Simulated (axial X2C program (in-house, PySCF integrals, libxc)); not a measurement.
## Levels of NH⁺ by electron attachment to NH²⁺ (EOM-EA-CCSD)

Computed with an axial X2C code built on PySCF integrals: two-component X2C with atomic mean-field Coulomb and Gaunt terms, Gaussian nuclei, basis N dyall-av3z, H dyall-av3z with contracted cores.

R = 1.199 Å (1.090 times 1.100 Å, the PBE0 minimum at charge 1 for the lowest determinant).

Levels of NH⁺ obtained by attaching an electron to NH²⁺:

```tsv
Ω	binding energy (eV)	above lowest (cm⁻¹)	attached spinor	one-particle weight
1/2	26.219	0	90% N pπ	0.93
3/2	26.213	48	90% N pπ	0.93
1/2	15.167	89138	45% H sσ, 15% N pσ, 14% H pσ	0.93
```

Task: What is the splitting of the first π pair in the table, and is it regular or inverted?

Result: E(3/2) − E(1/2) = 48 − 0 = 48 cm⁻¹ at EOM-EA-CCSD: regular, Ω = 1/2 lower. Splittings at this level can be off by ten to twenty per cent.

This point took 2.4 s on 1 thread of Arm Neoverse V2 (shared host).

Reference electrons by ω block (each with its −ω partner): 1/2: 3. 4 electrons of NH²⁺ correlated (inner shells frozen), 92 natural virtual spinors (a truncated set); levels can be off by some tenths of an eV. Roots sought by Ω: (1/2: 5, 3/2: 4, 5/2: 2, 7/2: 1); the list ends where they run out and leaves out roots under 60 % one-particle weight. The solver can skip a root, and states that need a further excitation, which the method places far too high, are missing though they may lie low or lowest. T1 of the reference 0.037 (Lee–Taylor). The reference was not checked to be the lowest state of its species. Number of frozen shells: N 1 s; H none. Large amplitudes in the reference (orbital relaxation or multireference character) lower the reliability.
